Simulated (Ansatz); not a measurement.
Input file:

```yaml
crystal:
  periodic: [false, false, false]
  atoms:
    - {symbol: B, position_ang: [0.000000, -0.238269, 1.884941]}
    - {symbol: Ge, position_ang: [0.000000, 0.058641, 0.027161]}
    - {symbol: O, position_ang: [0.000000, -0.119633, -1.583969]}
    - {symbol: H, position_ang: [0.000000, 0.228485, 2.967944]}
basis:
  gaussian: {orbitals: STO-3G}
magnetization: {spin_polarized: false, initial_magnetization: 2}
hamiltonian: {pseudopotentials: {relativity: none}}
correlation: {method: fic_mrcisd_q, electrons: all, active_space: {window: {electrons: 4, orbitals: 5}}}
scf: {lower_state_search: off}
```

```sh
$ ansatz run in.yaml --threads 1 --pin off --events-out ev --progress --plain --max-ram 2393MiB
```

The program prints:

```
these checks for a lower state are left out or cut short: stability, starts, cluster_reference, orbital_swaps, neighbouring_geometries, increment
327 factors; integrals over basis functions are off by at most 3.4e-5 eV
mean field evaluation 1: about -58507.2614 eV, gradient 3.3e1 eV
mean field evaluation 2: about -58507.2984 eV, gradient 3.3e1 eV
mean field evaluation 4: about -58513.6696 eV, gradient 4.4e0 eV
mean field evaluation 8: about -58514.0570 eV, gradient 3.9e-1 eV
mean field evaluation 16: about -58514.0605 eV, gradient 2.5e-6 eV
mean field -58514.06053436 eV, -2150.3520623830 hartree, gradient 2.5e-6 eV, S^2 2.000000; 0 other end points of the search recorded, 0 dependent functions left out
reference -58514.06053436 eV, -2150.3520623830 hartree; 24, 22 occupied and 5, 7 virtual orbitals, 327 factors
state -58515.80338413 eV, -2150.4161109308 hartree
contracted CI cycle   1: correlation 0.00000000 eV, 0.0000000000 hartree, residual 1.17e1 eV
contracted CI cycle   2: correlation -2.84053402 eV, -0.1043876999 hartree, residual 3.21e0 eV
contracted CI cycle   3: correlation -3.14453943 eV, -0.1155596927 hartree, residual 1.33e0 eV
contracted CI cycle   4: correlation -3.19917328 eV, -0.1175674495 hartree, residual 6.07e-1 eV
contracted CI cycle   5: correlation -3.21186084 eV, -0.1180337086 hartree, residual 3.36e-1 eV
contracted CI cycle   6: correlation -3.21518584 eV, -0.1181559003 hartree, residual 1.65e-1 eV
contracted CI cycle   7: correlation -3.21589579 eV, -0.1181819904 hartree, residual 8.31e-2 eV
contracted CI cycle   8: correlation -3.21602398 eV, -0.1181867013 hartree, residual 3.07e-2 eV
contracted CI cycle   9: correlation -3.21604385 eV, -0.1181874316 hartree, residual 1.48e-2 eV
contracted CI cycle  10: correlation -3.21604759 eV, -0.1181875690 hartree, residual 6.46e-3 eV
contracted CI cycle  11: correlation -3.21604835 eV, -0.1181875970 hartree, residual 2.64e-3 eV
state -58515.80338413 eV, -2150.4161109308 hartree; corrected -58519.42387108 eV, -2150.5491613722 hartree
Total energy: -58519.42387108 eV, -2150.5491613722 hartree
Checks for a lower state left out: stability, starts, cluster_reference, orbital_swaps, neighbouring_geometries, increment
```

Ran on 1 thread of Arm Neoverse V1, shared host: 1.2 s wall, 0.19 GiB peak host memory.
